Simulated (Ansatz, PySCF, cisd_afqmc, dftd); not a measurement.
Species: CH₂F₂, charge 0, singlet. CH2F2 (difluoromethane, SMILES FCF).
B3LYP-D3(BJ)/def2-TZVP minimum from Ansatz (a quantum-chemistry and plane-wave program):
```xyz
5

C      0.0044     0.0053     0.5043
F     -0.0170     1.1024    -0.3021
F      0.0119    -1.1085    -0.2792
H     -0.9025    -0.0002     1.1113
H      0.9218     0.0234     1.0951
```

Quantity: enthalpy of formation at 298 K (by atomisation, with ideal-gas terms from PySCF's Hessian at B3LYP-D3(BJ)/def2-TZVP and the atoms' measured values of the G2/97 table; no spin-orbit terms), in kcal/mol. Open shells are spin-unrestricted; no spin-orbit coupling. Correlated methods leave the cores frozen. Rows without X2C or -DK are non-relativistic. The Monte Carlo rows (phaseless AFQMC, CISD trial, step 0.005/hartree) carry one-sigma bars that omit the constraint's bias. Outlying blocks are dropped, and bars are widened where a walk drifts. Over all cases where full CI ran beside it in this data, AFQMC minus full CI had a median of +0.1 mEh and passed +0.4 mEh in a tenth of the cases. CBS(X,Y): correlation extrapolated as X^-3, Hartree-Fock from the larger set (Q,5: extrapolated as (X+1)exp(-9√X)). A bracket is a step between two methods taken in the basis named. Functionals run without relativity, which enters their misses. '+ core + X2C': CCSD(T) terms for core correlation (cc-pwCVTZ) and scalar relativity (cc-pVTZ-DK). Where a partner has so few electrons that a lower coupled-cluster level is exact, that level stands in.

Measured: -107.8 kcal/mol, -451.0 kJ/mol (Active Thermochemical Tables 1.112 (ions: stationary electron), as tabulated in the package chemicals); atomic spin-orbit terms, which the calculations lack, would raise the computed values.

```tsv
level	program	enthalpy of formation at 298 K (kcal/mol)	error against that value
B3LYP-D4/def2-TZVPD	Ansatz + dftd4	-106.6	1.2
PBE0/def2-TZVPD	Ansatz	-107.0	0.8
CAM-B3LYP-D3(BJ)/def2-TZVPD	Ansatz + dftd3	-111.0	-3.2
CAM-B3LYP/def2-TZVPD	Ansatz	-110.4	-2.6
MP2/cc-pVDZ	Ansatz	-81.3	26.5
CCSD/cc-pVQZ	Ansatz	-95.8	12.0
CCSD(T)/CBS(cc-pVTZ,cc-pVQZ) + core + X2C	Ansatz	-108.9	-1.1
CCSDT(Q)/cc-pVDZ	Ansatz	-70.7	37.1
CCSDT(Q)/cc-pVTZ	Ansatz	-96.7	11.1
AFQMC/CISD/cc-pVDZ	cisd_afqmc	-70.6 ± 0.2	37.2
AFQMC/CISD/cc-pVTZ	cisd_afqmc	-96.9 ± 0.2	10.9
CCSD(T)/CBS(cc-pVQZ,cc-pV5Z) + [AFQMC/CISD - CCSD(T)]/cc-pVDZ + core + X2C	Ansatz + cisd_afqmc	-109.3 ± 0.2	-1.5
CCSD(T)/CBS(cc-pVQZ,cc-pV5Z) + [AFQMC/CISD - CCSD(T)]/cc-pVTZ + core + X2C	Ansatz + cisd_afqmc	-109.2 ± 0.2	-1.4
CCSD(T)/CBS(cc-pVQZ,cc-pV5Z) + [CCSDT(Q) - CCSD(T)]/cc-pVTZ + core + X2C	Ansatz	-108.9	-1.1
```
